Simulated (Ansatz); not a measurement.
This Ansatz (an electronic-structure program) input (MP2/def2-TZVPP) gives -77.16080 Eh with 90 basis functions. A basis named .json is the Basis Set Exchange file of that set (core-valence sets with the plain set on hydrogen).

Ansatz 0.2 input:
```yaml
crystal:
  periodic: [false, false, false]
  atoms:
    - {symbol: C, position_ang: [-0.00000000, -0.00000000, -0.59839493]}
    - {symbol: C, position_ang: [0.00000000, 0.00000000, 0.59839493]}
    - {symbol: H, position_ang: [0.00000000, 0.00000000, 1.66106699]}
    - {symbol: H, position_ang: [-0.00000000, -0.00000000, -1.66106699]}
basis:
  gaussian:
    orbitals: def2-TZVPP
    fitting: {mean_field: def2-universal-jkfit, correlation: cc-pVDZ-RIFIT.json}
magnetization: {spin_polarized: false}
correlation: {method: mp2, electrons: outside_noble_gas}
```

Change:
```diff
- fitting: {mean_field: def2-universal-jkfit, correlation: cc-pVDZ-RIFIT.json}
+ fitting: {mean_field: def2-universal-jkfit, correlation: cc-pVTZ-RIFIT.json}
```

Question: What does the run give now?

Answer: -77.16009 Eh (MP2/def2-TZVPP, 90 functions), a change of +0.71 mEh.
